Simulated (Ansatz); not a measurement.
# Al₂H (quartet): B97M-V, PBE0, B3LYP over a scan of the scale of all distances, 6-31G

How well do these functionals follow the top wave-function level for Al₂H (quartet) over a scan of the scale of all distances?

Program: Ansatz 0.2.0, Gaussian basis. Level of theory: 6-31G, all electrons in the functionals. These are calculated values, not measurements.

Plan: B97M-V, PBE0, B3LYP, at 0.880; 1.000; 1.137; 1.313; 1.518; 1.769; 1.973; 2.425.

8 further runs of the same task are left out: 7 that didn't finish, 1 set aside as unsound or not needed.

**1. What is computed**

The geometry derives from a PBE0/def2-TZVP stationary point (not a proven minimum). All distances are scaled together.

3 atoms, charge 0, spin multiplicity 4.

Atoms are counted from 1 here; the program's logs count them from 0.

Bond lengths: Al1–Al2 2.360 Å, Al1–H3 1.583 Å. Angles: Al2–Al1–H3 180.0°.

No dispersion term is added; B97M-V holds VV10 nonlocal correlation. B3LYP takes the VWN-RPA correlation.

The geometry shown and the zero of energy belong to the point 1.000. The yardstick, FCI, and other wave-function levels (R restricted, U unrestricted, valence and pair active spaces) come from earlier runs.

**2. B97M-V, 0.880**

File in.yaml:

```yaml
crystal:
  periodic: [false, false, false]
  atoms:
    - {symbol: Al, position_ang: [0.000000, 0.000000, 0.227970]}
    - {symbol: Al, position_ang: [0.000000, 0.000000, -1.849197]}
    - {symbol: H, position_ang: [0.000000, 0.000000, 1.621227]}
basis:
  gaussian: {orbitals: 6-31G}
magnetization: {spin_polarized: true, initial_magnetization: 3}
hamiltonian: {xc: {name: B97M-V}}
```

Run with:

```
ansatz run in.yaml --threads 1 --pin off --events-out ev --progress --plain --max-ram 2393MiB
```

The runs that follow: B97M-V, 1.000; B97M-V, 1.137; B97M-V, 1.313; B97M-V, 1.518; B97M-V, 1.769; B97M-V, 1.973; B97M-V, 2.425; PBE0, 0.880; PBE0, 1.000; PBE0, 1.137; PBE0, 1.313; PBE0, 1.518; PBE0, 1.769; PBE0, 1.973; PBE0, 2.425; B3LYP, 0.880; B3LYP, 1.000; B3LYP, 1.137; B3LYP, 1.313; B3LYP, 1.518; B3LYP, 1.769; B3LYP, 1.973; B3LYP, 2.425.

**Question.** What will the summary of the whole plan be? Wanted: span of the FCI curve; largest miss, B97M-V; largest miss, PBE0; largest miss, B3LYP.

As calculated:

```
             quantity                  value
span of the FCI curve           240.7 kJ/mol
 largest miss, B97M-V  +106.1 kJ/mol (2.425)
   largest miss, PBE0   +80.0 kJ/mol (2.425)
  largest miss, B3LYP   +46.1 kJ/mol (2.425)
```

In words: Of the functionals, B3LYP keep the smallest largest miss at the points compared (at most 46.1 kJ/mol) and B97M-V strays most (106.1 kJ/mol, at 2.425). Functionals and the yardstick converge differently with the basis, so part of each miss in 6-31G is the basis.
